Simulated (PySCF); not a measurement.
Gas-phase reaction: H3SiNH2 + 2 N ⇌ H2SiNH + 2 NH

Computed with PySCF and rigid-rotor harmonic-oscillator thermochemistry at 1 bar. † marks an energy on the PBE0/def2-TZVP geometry and frequencies; other levels use their own. 6-31G* has spherical d functions here. Open shells (unrestricted): N (multiplicity 4), NH (multiplicity 3); the rest are closed-shell singlets. B3LYP is the form with VWN-RPA correlation. H3SiNH2, H2SiNH: computed as isolated molecules; such fragments, hydroxides, amides, oligomers or adducts are transient or little studied in the gas. The harmonic model lacks anharmonicity and excited electronic states, which grow with temperature; levels with a mode under 35 cm⁻¹ are left out. Internal rotation in H3SiNH2 is treated as a harmonic vibration of one conformer, which makes the entropy rough.

```tsv
level	ΔE electronic, kJ	ΔH°(298 K), kJ	ΔS°(298 K), J/K	ΔG°(600 K), kJ
B3LYP/6-31G*	-18	-32	39	-55
B3LYP/def2-TZVP†	-40	-53	37	-75
HF/6-31G*	224	211	36	189
HF/def2-TZVP†	200	188	37	166
r2SCAN/def2-TZVP†	-13	-26	37	-48
```
ΔH° is lowest at B3LYP/def2-TZVP† and highest at HF/6-31G*. No reference value is set beside these.
